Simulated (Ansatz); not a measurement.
[H···H···SiH3], doublet in cc-pVDZ: errors against RCCSDTQ

Geometry: a point of a hydrogen-transfer path between rigid fragments, not a stationary point.

```tsv
atom	x (Å)	y (Å)	z (Å)
H	-2.6781	0.0000	0.0000
H	-1.8481	0.0000	0.0000
Si	0.1029	0.0000	0.0000
H	0.5529	-1.4163	0.0000
H	0.5529	0.7081	-1.2265
H	0.5529	0.7081	1.2265
```

Basis cc-pVDZ; Ansatz 0.2.0. Correlated methods freeze the noble-gas cores, which leaves 9 electrons in 38 orbitals. R marks a restricted (for open shells ROHF) determinant, U an unrestricted one. Active spaces: valence = (9e, 9o) chosen from the atoms' valence shells; pair = (3e, 3o) about the gap.

Full CI isn't at hand for all of this; RCCSDTQ serves as the reference, and is uncertain by about the last step of the cluster series. The frozen core follows each run's orbitals, which can shift R against U totals by a few meV.

For open shells CISD is restricted-active-space CI with the open shells as a complete middle space.

```
UHF ⟨S²⟩                          : 0.769
T1 diagnostic (RCCSD)             : 0.0197
largest doubles amplitude (RCCSD) : 0.034
T1 diagnostic (UCCSD)             : 0.0140
```

```tsv
level	E − E(RHF) (eV)
UHF	-0.1224
RMP2	-3.5667
UMP2	-3.5678
RCCSD	-4.5379
UCCSD	-4.5390
RCCSD(T)	-4.6156
UCCSD(T)	-4.6153
```

Q: Estimate how far RCCSDTQ in cc-pVDZ lies from RCCSD(T). The table doesn't fix it; the size of (T) and the diagnostics are the guide.

A: RCCSDTQ in cc-pVDZ lies 0.81 mEh below RCCSD(T), which is 28 % of the (T) step (-2.86 mEh). The diagnostics give no warning, yet the rest is a sizeable part of (T).

The other levels:

```tsv
level	E − E(RCCSDTQ) (mEh)	share of correlation (%)	wall time
CISD	13.29	92.20	0.98 s
BCCD(T)	0.81	99.53	1.5 s
RCCSDT	0.09	99.95	–
UCCSDT	0.08	99.95	–
RCCSDT(Q)	0.02	99.99	17 s
UCCSDT(Q)	0.01	100.00	15 s
CASSCF (pair space)	149.51	12.28	–
NEVPT2 (pair space)	36.90	78.35	0.54 s
CASSCF (valence space)	105.60	38.04	–
NEVPT2 (valence space)	33.26	80.48	2.8 s
MRCISD (valence space)	5.82	96.58	–
MRCISD+Q (valence space)	0.63	99.63	4.7 s
```

The correlation energy at RCCSDTQ, counted from RHF, is -4.638 eV. That run took 53 s on 2 threads of AMD EPYC 7R13 with a shared H100 80 GB, shared host.

Times hold each run's SCF and search for its determinant on a shared host, so for small cases they say little of a method's own cost; they ran on 1 thread of AMD EPYC 7R13.

Natural occupations of CASSCF (valence space) about the gap: 1.985 1.975 1.975 1.971 1.002 0.029 0.025 0.018 0.018; effectively unpaired electrons, Σ n²(2−n)², 1.02.
